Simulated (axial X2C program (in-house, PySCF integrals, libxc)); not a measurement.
**Photoelectron levels of HCl by EOM-IP-CCSD**

Calculated with an in-house all-electron X2C program for linear molecules (integrals from PySCF): two-component X2C with atomic mean-field Coulomb and Gaunt terms, Gaussian nuclei, basis Cl dyall-av3z, H dyall-v3z with contracted cores.

R = 1.282 Å (near the PBE0 minimum at charge 0 of the determinant lowest at the starting distance; the state shown can have its own minimum elsewhere).

Vertical ionisation energies of HCl to the states of HCl⁺:

```csv
Ω of HCl⁺,vertical IE (eV),above lowest (cm⁻¹),ionised spinor,one-hole weight
3/2,12.657,0,94% Cl pπ,0.95
1/2,12.735,628,94% Cl pπ,0.95
1/2,16.681,32455,"64% Cl pσ, 23% H sσ, 10% Cl sσ",0.95
```

**Question.** What is the splitting of the first π pair in the table, and is it regular or inverted?

**Answer.** E(3/2) − E(1/2) = 0 − 628 = -628 cm⁻¹ at EOM-IP-CCSD: inverted, Ω = 3/2 lower. Splittings at this level can be off by ten to twenty per cent.

This point took 1.8 s on 1 thread of Arm Neoverse V2 (shared host).

Reference electrons by ω block (each with its −ω partner): 1/2: 7, 3/2: 2. 8 electrons of HCl correlated (inner shells frozen), 92 natural virtual spinors (a truncated set); levels can be off by some tenths of an eV. Roots sought by Ω: (1/2: 4, 3/2: 3, 5/2: 1); the list ends where they run out and leaves out roots under 60 % one-particle weight. The solver can skip a root, and states that need a further excitation, which the method places far too high, are missing though they may lie low or lowest. T1 of the reference 0.006 (Lee–Taylor). Number of frozen shells: Cl 2 s, 1 p; H none.
